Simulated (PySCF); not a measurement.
Gas-phase reaction: trisilylamine + 2 NH3 ⇌ 3 H3SiNH2

Computed with PySCF and rigid-rotor harmonic-oscillator thermochemistry at 1 bar. † marks an energy on the PBE0/def2-TZVP geometry and frequencies. MP2 and CCSD(T) freeze the core. All species are closed-shell singlets. H3SiNH2: computed as isolated molecules; such fragments, hydroxides, amides, oligomers or adducts are transient or little studied in the gas. MP2 isn't extrapolated to the basis-set limit; its ΔH°(298 K) is 28.2 kJ in def2-SVP and 29.6 kJ in def2-TZVPP. CCSD(T) isn't extrapolated to the basis-set limit. The harmonic model lacks anharmonicity and excited electronic states, which grow with temperature; levels with a mode under 35 cm⁻¹ are left out. Internal rotation in trisilylamine, H3SiNH2 is treated as a harmonic vibration of one conformer, which makes the entropy rough.

| level | ΔE electronic, kJ | ΔH°(298 K), kJ | ΔS°(298 K), J/K | ΔG°(2000 K), kJ |
|---|---|---|---|---|
| BLYP/def2-TZVP† | 8 | 4 | 42 | -83 |
| CCSD(T)/def2-SVP† | 34 | 30 | 42 | -58 |
| HF/def2-TZVP† | 12 | 8 | 42 | -80 |
| MP2/def2-SVP† | 32 | 28 | 42 | -59 |
| PBE0/def2-SVP† | 11 | 7 | 42 | -80 |
| ωB97M-V/def2-TZVP† | 26 | 22 | 42 | -65 |
ΔH° is lowest at BLYP/def2-TZVP† and highest at CCSD(T)/def2-SVP†. No reference value is set beside these.
